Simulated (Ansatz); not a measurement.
System (SMILES): [H][H] (H2).
Atoms: H1, H2. Bonds: H1-H2.

How fast the optimised H1-H2 bond length converges with the basis for several methods (Ansatz, a first-principles code): deviation from each method's own reference, in Å. References: B3LYP 0.7418 Å, the value in aug-cc-pV5Z; CCSD(T) 0.7420 Å, the value in aug-cc-pVQZ; HF 0.7336 Å, the value in aug-cc-pV5Z; MP2 0.7359 Å, the value in aug-cc-pV5Z; PBE 0.7500 Å, the value in aug-cc-pV5Z. All functions are spherical. No added dispersion term, no relativity. The reference of a correlated method is not its basis-set limit, which lies further on.

```csv
basis,functions,B3LYP,CCSD(T),HF,MP2,PBE
6-31G*,4,0.0010,0.0042,-0.0036,0.0016,0.0004
def2-SVP,10,0.0190,0.0171,0.0133,0.0168,0.0183
6-311G**,12,0.0024,0.0015,0.0019,0.0024,0.0018
def2-TZVP,12,0.0022,0.0006,0.0016,0.0016,0.0016
"6-311++G(3df,3pd)",36,0.0010,0.0003,0.0007,0.0006,0.0008
aug-cc-pVTZ,46,0.0011,0.0010,0.0009,0.0015,0.0009
cc-pVQZ,60,0.0002,-0.0001,0.0002,0.0001,0.0001
def2-QZVPP,60,0.0001,-0.0002,0.0000,0.0000,0.0000
```

Mean absolute deviation over 6-311G**, def2-TZVP, 6-311++G(3df,3pd), aug-cc-pVTZ: CCSD(T) 0.0008, HF 0.0013, PBE 0.0013, MP2 0.0015, B3LYP 0.0017 Å.
